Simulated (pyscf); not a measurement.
Single points on ωB97X-D3(BJ)/def2-SVP structures (PySCF, gas phase).

Problem. Estimate the classical barrier height and the reaction energy of Cl–GeH(Cl)–Cl + H₂ → Cl–GeH₂–Cl + HCl at ωB97M-D3(BJ)/def2-TZVP. The step runs on the singlet surface, breaks Cl–Ge, H–H and forms Ge–H, Cl–H; take the separated reactants as zero.

Solution. ΔE‡ = 246.0 kJ/mol, ΔE = +48.8 kJ/mol. Zero-point energy shifts the barrier by +6.6 kJ/mol. It is a four-centre exchange, with an imaginary mode of 1296i cm⁻¹. One saddle was located; it need not be the lowest between these sides. Elements up to Kr have no core potential and no relativistic terms here.
